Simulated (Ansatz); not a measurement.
# CHFSi (quintet): the correlation ladder, def2-QZVPP

The task here is to estimate one member of a computed series from the others.

The runs use Ansatz 0.2.0, Gaussian basis; def2-QZVPP, core rule «outside noble gas», up to 7 orbitals frozen.

The runs, in order: UHF; ROHF; CCSD(T) on UHF.

2 further runs of the same task are left out: 2 set aside as unsound or not needed.

### The system

The geometry is a PBE0/def2-TZVP stationary point (not a proven minimum) of the parent state, kept for this charge and spin.

4 atoms, charge 0, spin multiplicity 5.

Atoms are counted from 1 here; the program's logs count them from 0.

Bond lengths: F1–C2 1.331 Å, C2–Si3 1.857 Å, C2–H4 1.094 Å. Angles: F1–C2–Si3 123.4°, F1–C2–H4 109.0°, Si3–C2–H4 127.6°.

As a file:

```tsv
atom	x (Å)	y (Å)	z (Å)
F1	0.00000	-0.30070	1.53338
C2	0.00000	0.51897	0.48456
Si3	0.00000	-0.07429	-1.27465
H4	0.00000	1.55374	0.84068
```

The first run:

in.yaml

```yaml
crystal:
  periodic: [false, false, false]
  atoms:
    - {symbol: F, position_ang: [0.000000, -0.300700, 1.533384]}
    - {symbol: C, position_ang: [0.000000, 0.518965, 0.484561]}
    - {symbol: Si, position_ang: [0.000000, -0.074287, -1.274648]}
    - {symbol: H, position_ang: [0.000000, 1.553738, 0.840684]}
basis:
  gaussian: {orbitals: "def2-QZVPP.json"}
magnetization: {spin_polarized: true, initial_magnetization: 4}
hamiltonian: {xc: hf}
output: {orbitals: {seedname: orbitals}}
```

Command:

```sh
ansatz run in.yaml --threads 1 --pin off --events-out ev --progress --plain --max-ram 2393MiB
```

Among the steps run: UHF; ROHF; CCSD(T) on UHF.

One of the session's tables, all rows but one given; the rest of the session is left out.

It belongs to the step «Misses and costs». 

| method | from UCCSD(T) (meV) |
| --- | --- |
| ROHF | +13975.7 |
| UHF | +13806.2 |
| UMP2 | +1068.8 |
| UCCSD | ? |
| UCCSD(T) | 0 |

Estimate the missing values for UCCSD.

**Answer.** from UCCSD(T) (meV): +518.2. In the column «from UCCSD(T) (meV)» it lies between UCCSD(T) (0) and UMP2 (+1068.8).
